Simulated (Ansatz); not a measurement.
# C2H6Al radical: small, medium and large basis sets

One table from this session's results is given with a row withheld; the runs are named, their logs left out.

Program: Ansatz 0.2.0, Gaussian basis. Level of theory: one geometry, several basis sets. These are calculated values, not measurements.

Plan: PBE0-D4/def2-SVP; ωB97M-V/def2-SVP; PBE0-D4/def2-QZVPP; ωB97M-V/def2-QZVPP; CCSD(T)/cc-pV(D+d)Z; CCSD(T)/cc-pV(T+d)Z; CCSD(T)/cc-pV(Q+d)Z; the functionals' def2-TZVPP values are taken from earlier runs.

**The relaxed structure**

An earlier PBE0-D4 in a triple-zeta def2 set relaxation fixed the geometry.

9 atoms, charge 0, spin multiplicity 2.

Atoms are counted from 1 here; the program's logs count them from 0.

Bond lengths: C1–Al2 1.972 Å, C1–H4 1.095 Å, C1–H5 1.095 Å, C1–H6 1.095 Å, Al2–C3 1.970 Å, C3–H7 1.097 Å, C3–H8 1.097 Å, C3–H9 1.091 Å. Angles: Al2–C1–H4 111.5°, Al2–C1–H5 111.1°, Al2–C1–H6 111.0°, H4–C1–H5 108.3°, H4–C1–H6 108.2°, H5–C1–H6 106.6°, C1–Al2–C3 118.6°, Al2–C3–H7 109.3°, Al2–C3–H8 109.4°, Al2–C3–H9 114.5°, H7–C3–H8 106.9°, H7–C3–H9 108.2°, H8–C3–H9 108.2°.

The first run:

Input file in.yaml:

```yaml
crystal:
  periodic: [false, false, false]
  atoms:
    - {symbol: C, position_ang: [-0.810682, 1.130628, -0.941489]}
    - {symbol: Al, position_ang: [0.730955, 0.705543, 0.211938]}
    - {symbol: C, position_ang: [0.877252, -1.111394, 0.957803]}
    - {symbol: H, position_ang: [-1.467824, 0.264482, -1.069024]}
    - {symbol: H, position_ang: [-0.481864, 1.460855, -1.931942]}
    - {symbol: H, position_ang: [-1.401501, 1.950049, -0.519741]}
    - {symbol: H, position_ang: [0.915286, -1.838213, 0.137403]}
    - {symbol: H, position_ang: [-0.021771, -1.337921, 1.543504]}
    - {symbol: H, position_ang: [1.748748, -1.270329, 1.594450]}
basis:
  gaussian: {orbitals: def2-SVP}
magnetization: {spin_polarized: true, initial_magnetization: 1}
hamiltonian: {xc: pbe0, dispersion: d4}
output: {orbitals: {seedname: orbitals}}
```

Started as:

```sh
$ ansatz run in.yaml --threads 2 --pin off --events-out ev --progress --plain --max-ram 32768MiB --backend cpu
```

Among the steps run: PBE0-D4 in def2-SVP; ωB97M-V in def2-SVP; PBE0-D4 in def2-QZVPP; ωB97M-V in def2-QZVPP.

One of the session's tables, all rows but one given; the rest of the session is left out.

It belongs to the step «Functionals by basis». 

```
functional       basis  HOMO (eV)  LUMO (eV)
   PBE0-D4    def2-SVP      -4.93      -1.65
   PBE0-D4  def2-TZVPP      -4.97      -1.68
   PBE0-D4  def2-QZVPP          ?          ?
   ωB97M-V    def2-SVP      -6.53      -0.18
   ωB97M-V  def2-TZVPP      -6.57      -0.20
   ωB97M-V  def2-QZVPP      -6.62      -0.36
```

**Question.** Estimate the row for PBE0-D4, def2-QZVPP.

The run gave: HOMO (eV): -4.99; LUMO (eV): -1.72. In the column «HOMO (eV)» it lies between ωB97M-V, def2-SVP (-6.53) and PBE0-D4, def2-TZVPP (-4.97).
